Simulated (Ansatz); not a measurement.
Zinc-blende CuI was calculated with r²SCANh (PAW; Ansatz, a first-principles code).

Total energies, extrapolated to zero smearing (they compare only within this program, potentials and cutoff; free atoms with spin allowed, lowest state found):

| system | energy (eV/atom) |
|---|---|
| zinc-blende CuI, relaxed | -7079.4780 |
| free Cu atom | -6626.6838 |
| free I atom | -7526.8489 |

Question: Work out the cohesive energy per atom.

Answer: E_coh = [1 × (-6626.6838) + 1 × (-7526.8489)]/2 − (-7079.4780) = 2.71 eV/atom. The reference value is 2.67 ± 0.03 eV/atom (worked out here from tabulated enthalpies at 298 K, copied from a table, unchecked, brought to a static lattice with a Debye model, atoms in their spin–orbit ground levels; inputs from the CRC Handbook), not set against a level without spin–orbit coupling.

Spin–orbit coupling is left out; its size isn't shown.

The PAW data were made under PBE.
